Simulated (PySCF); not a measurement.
## Si: ionisation energy

Si [Ne] 3s2 3p2 [3p1/2^2, M_J = 0] → Si⁺ [Ne] 3s2 3p1 [3p1/2^1, M_J = 1/2], as a difference of total energies. Calculation: PySCF 2.14, in x2c-SVPall-2c (4s4p1d, 21 functions); the two-component X2C-1e Hamiltonian. Correlated levels: [Ne] frozen. "Screened" scales the spin-orbit matrix elements by Boettger's factors to mimic the two-electron term; Breit and QED terms are absent.

```json
{"method": "GHF (spin-free)", "ionisation energy (eV)": "7.524"}
{"method": "GMP2 (spin-free)", "ionisation energy (eV)": "7.852"}
{"method": "GHF (screened spin-orbit)", "ionisation energy (eV)": "7.511"}
{"method": "GMP2 (screened spin-orbit)", "ionisation energy (eV)": "7.840"}
```

Question: How much does correlation contribute at GMP2 (screened spin-orbit)?

Answer: 7.840 − (7.511) = 0.329 eV, measured against GHF (screened spin-orbit).

Errors of the correlated levels include the incompleteness of this basis and the frozen core.

The labels give the starting determinants; with spin-orbit coupling the two ends relaxed to ⟨J²⟩ = 1.96, ⟨L²⟩ = 2.01, ⟨S²⟩ = 2.00 and ⟨J²⟩ = 0.98, ⟨L²⟩ = 2.05, ⟨S²⟩ = 0.77.

The determinant of Si mixes levels of different J (the jj label is only the starting occupation), so the difference between spin-free and spin-orbit rows is not the physical spin-orbit shift.

For comparison: 8.152 eV (measured; NIST Atomic Spectra Database, ionization energies).
